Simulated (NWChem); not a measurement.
Species: fluoromethane (CH₃F); SMILES CF

```xyz
5

C      0.0000     0.0000    -0.6018
F      0.0000     0.0000     0.7616
H      0.7326     0.7326    -0.9796
H      0.2681    -1.0007    -0.9796
H     -1.0007     0.2681    -0.9796
```
Atoms are numbered in this order, from 1.

Structure relaxed at the PBE0/def2-SVP level.

 States above −ε(HOMO) = 9.7 eV lie in this functional's continuum and hang on the basis.

Task: List the 4 lowest vertical singlet excitations from B3LYP/def2-SVPD, TDA (NWChem).

Result: 
| state | energy (eV) | oscillator strength | leading excitation (squared amplitude) |
|---|---|---|---|
| S1 | 9.05 | 0.034 | HOMO → LUMO (0.97) |
| S2 | 9.05 | 0.034 | HOMO−1 → LUMO (0.97) |
| S3 | 9.79 | 0.016 | HOMO → LUMO+1 (0.97) |
| S4 | 9.79 | 0.016 | HOMO−1 → LUMO+1 (0.97) |
